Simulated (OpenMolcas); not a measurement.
**triplet C5H10 at 6 levels**

Aim: a comparison of 6 runs (UHF/def2-SVP, UBLYP/def2-SVP, UPBE/def2-SVP, UPBE0/def2-SVP, USVWN5/def2-SVP, UTPSS/def2-SVP) of triplet C5H10. 

The results are computed with OpenMolcas 26.06.

### 1 The molecule

The species is C5H10 (15 atoms), meant as a triplet with charge 0. SMILES of the parent species: `C=CC(C)C`. The shape is that of a PBE0-D4/def2-TZVP optimisation. This is one conformer, not always the lowest. That shape belongs to the parent species and isn't relaxed for this state.

Bond lengths: C1–C2 1.326 Å, C2–C3 1.499 Å, C3–C4 1.528 Å, C3–C5 1.518 Å, C1–H6 1.084 Å, C1–H7 1.084 Å, C2–H8 1.089 Å, C3–H9 1.100 Å, C4–H10 1.093 Å, C4–H11 1.093 Å, C4–H12 1.094 Å, C5–H13 1.092 Å, C5–H14 1.094 Å, C5–H15 1.092 Å. Some angles: C1–C2–C3 127.0°, C2–C3–C4 109.9°, C2–C3–C5 113.9°, C4–C3–C5 111.1°, C1–C2–H8 118.4°, C3–C2–H8 114.6°, C2–C1–H6 121.1°, C2–C1–H7 122.2°, C2–C3–H9 106.5°, C4–C3–H9 107.0°.

### 2 The energy at UHF/def2-SVP (run 1)

struct.xyz reads:

```xyz
15

C     -1.650600     0.611500     1.131300
C     -0.550400    -0.127700     1.102700
C      0.571800    -0.035700     0.113600
C      0.789600    -1.393500    -0.552500
C      0.391400     1.059600    -0.922200
H     -2.409300     0.455700     1.889300
H     -1.838800     1.396700     0.407500
H     -0.426900    -0.902500     1.858500
H      1.480200     0.189200     0.691400
H      0.944200    -2.181400     0.188800
H      1.663700    -1.370700    -1.208000
H     -0.080500    -1.667700    -1.155400
H      0.280400     2.041400    -0.456600
H     -0.494200     0.875200    -1.537200
H      1.255500     1.099700    -1.589100
```

job.inp reads:

```
&GATEWAY
 BASLIB
 $CurrDir
 COORD
 struct.xyz
 BASIS
 def2-SVP
 GROUP
 NoSym

&SEWARD

&SCF
 UHF
 SPIN
 3
 THRESHOLDS
 1e-10 1e-07 1e-07 1e-05
 PRORBITALS
 1 2
```

The basis set def2-SVP is read from a file made from the Basis Set Exchange's data (not shown).

Started as:

```console
$ export MOLCAS_MEM=1860
$ pymolcas job.inp > job.log
```

What it wrote:

```text
--- Start Module: gateway ---
[...]
--- Stop Module: gateway /rc=_RC_ALL_IS_WELL_ ---
--- Start Module: seward ---
[...]
      Basis functions          120
--- Stop Module: seward /rc=_RC_ALL_IS_WELL_ ---
[...]
--- Start Module: scf ---
[...]
       Convergence after  19 Iterations
[...]
::    Total SCF energy                               -194.8703556923
[...]
      Total spin, S                                     1.0068140872
[...]
      Total electronic charge=   40.000000
      Total            charge=   -0.000000
[...]
      Dipole Moment (debye):
      Origin of the operator (angstrom)=   -0.0714    0.0186    0.1364
                   X=  1.2312E-01               Y=  4.9498E-03               Z= -2.6738E-02           Total=  1.2609E-01
      Quadrupole Moment (debye*angstrom):
[...]
--- Stop Module: scf /rc=_RC_ALL_IS_WELL_ ---
[...]
```

Run time: 23 s. Hardware: 1 thread of Arm Neoverse V1, shared host; peak memory 0.76 GiB.

### 3 The energy at UBLYP/def2-SVP (run 2)

mol.inp reads:

```
* C5H10 Kohn-Sham DFT
>>> EXPORT MOLCAS_PRINT=2

&GATEWAY
 BASLIB=$CurrDir
 COORD
 15
 angstrom
 C       -1.650600       0.611500       1.131300
 C       -0.550400      -0.127700       1.102700
 C        0.571800      -0.035700       0.113600
 C        0.789600      -1.393500      -0.552500
 C        0.391400       1.059600      -0.922200
 H       -2.409300       0.455700       1.889300
 H       -1.838800       1.396700       0.407500
 H       -0.426900      -0.902500       1.858500
 H        1.480200       0.189200       0.691400
 H        0.944200      -2.181400       0.188800
 H        1.663700      -1.370700      -1.208000
 H       -0.080500      -1.667700      -1.155400
 H        0.280400       2.041400      -0.456600
 H       -0.494200       0.875200      -1.537200
 H        1.255500       1.099700      -1.589100
 BASIS=def2-SVP
 GROUP=NoSym

&SEWARD
 GRIDINPUT
 Grid=UltraFine
 End of Grid

&SCF
 UHF
 SPIN=3
 KSDFT=BLYP
 THRESHOLDS=1e-10 1e-07 1e-07 1e-05
 PRORBITALS=1
```

The basis set def2-SVP is read from a file made from the Basis Set Exchange's data (not shown).

Started as:

```console
$ export MOLCAS_MEM=1860
$ pymolcas mol.inp > mol.log
```

What it wrote:

```text
--- Start Module: gateway ---
[...]
--- Stop Module: gateway /rc=_RC_ALL_IS_WELL_ ---
--- Start Module: seward ---
[...]
      Basis functions          120
--- Stop Module: seward /rc=_RC_ALL_IS_WELL_ ---
[...]
--- Start Module: scf ---
[...]
       Convergence after  20 Iterations
[...]
::    Total KS-DFT energy                            -196.0821023144
[...]
      Total spin, S                                     1.0016672603
[...]
      Dipole Moment (debye):
      Origin of the operator (angstrom)=   -0.0714    0.0186    0.1364
                   X=  2.1046E-01               Y=  8.7405E-03               Z= -7.6652E-02           Total=  2.2415E-01
      Quadrupole Moment (debye*angstrom):
[...]
--- Stop Module: scf /rc=_RC_ALL_IS_WELL_ ---
[...]
```

Wall time 2.3 min (1 thread of Arm Neoverse V1, shared host); peak memory 0.76 GiB.

Runs 3 to 5 aren't shown in full; the table further down has their settings and results.

### 4 A single-point energy at UTPSS/def2-SVP (run 6)

mol.xyz reads:

```xyz
15

C     -1.650600     0.611500     1.131300
C     -0.550400    -0.127700     1.102700
C      0.571800    -0.035700     0.113600
C      0.789600    -1.393500    -0.552500
C      0.391400     1.059600    -0.922200
H     -2.409300     0.455700     1.889300
H     -1.838800     1.396700     0.407500
H     -0.426900    -0.902500     1.858500
H      1.480200     0.189200     0.691400
H      0.944200    -2.181400     0.188800
H      1.663700    -1.370700    -1.208000
H     -0.080500    -1.667700    -1.155400
H      0.280400     2.041400    -0.456600
H     -0.494200     0.875200    -1.537200
H      1.255500     1.099700    -1.589100
```

test.input reads:

```
>>> EXPORT MOLCAS_PRINT=2

&GATEWAY
  BasLib=$CurrDir
  Coord=mol.xyz
  Basis=def2-SVP
  Group=NoSym

&SEWARD
  GridInput
  Grid=UltraFine
  End of Grid

&SCF
  UHF
  Spin=3
  KSDFT=2
  1.0 MGGA_X_TPSS
  1.0 MGGA_C_TPSS
  Thresholds=1e-10 1e-07 1e-07 1e-05
  PrOrbitals=1 2
```

The basis set def2-SVP is read from a file made from the Basis Set Exchange's data (not shown).

Started as:

```console
$ export MOLCAS_MEM=1860
$ pymolcas test.input > test.log
```

What it wrote:

```text
--- Start Module: gateway ---
[...]
--- Stop Module: gateway /rc=_RC_ALL_IS_WELL_ ---
--- Start Module: seward ---
[...]
      Basis functions          120
--- Stop Module: seward /rc=_RC_ALL_IS_WELL_ ---
[...]
--- Start Module: scf ---
[...]
       Convergence after  19 Iterations
[...]
::    Total KS-DFT energy                            -196.2615318782
[...]
      Total spin, S                                     1.0028097239
[...]
      Total electronic charge=   40.000000
      Total            charge=   -0.000000
[...]
      Dipole Moment (debye):
      Origin of the operator (angstrom)=   -0.0714    0.0186    0.1364
                   X=  2.0651E-01               Y= -5.4130E-03               Z= -7.7560E-02           Total=  2.2066E-01
      Quadrupole Moment (debye*angstrom):
[...]
--- Stop Module: scf /rc=_RC_ALL_IS_WELL_ ---
[...]
```

Run time: 3.8 min. Hardware: 1 thread of Arm Neoverse V1, shared host; peak memory 0.76 GiB.

### 5 The series

```tsv
run	level	integration grid	energy (Eh)	dipole moment (D)	HOMO energy (eV)	⟨S²⟩	wall time
1	UHF/def2-SVP	–	-194.870356	0.13	-6.11	2.020	23 s
2	UBLYP/def2-SVP	UltraFine	-196.082102	0.22	-1.36	2.005	2.3 min
3	UPBE/def2-SVP	UltraFine	-195.931432	0.25	-1.59	2.006	2.3 min
4	UPBE0/def2-SVP	UltraFine	-195.980291	0.21	-2.88	2.008	2.3 min
5	USVWN5/def2-SVP	UltraFine	-194.333366	0.33	-1.50	2.004	85 s
6	UTPSS/def2-SVP	UltraFine	-196.261532	0.22	-1.70	2.008	3.8 min
```

### 6 Results

| quantity | value |
| --- | --- |
| run 6: total energy | -196.26153 Eh |
| run 6: dipole moment | 0.22 D |
| run 6: HOMO energy (highest over α and β) | -1.70 eV |
| run 6: ⟨S²⟩ | 2.008 |

What this shows: The dipole moment (its size) runs from 0.13 D (UHF/def2-SVP) to 0.33 D (USVWN5/def2-SVP). Totals of different functionals can't be ranked against each other. All runs together took 13 min, the longest 3.8 min.
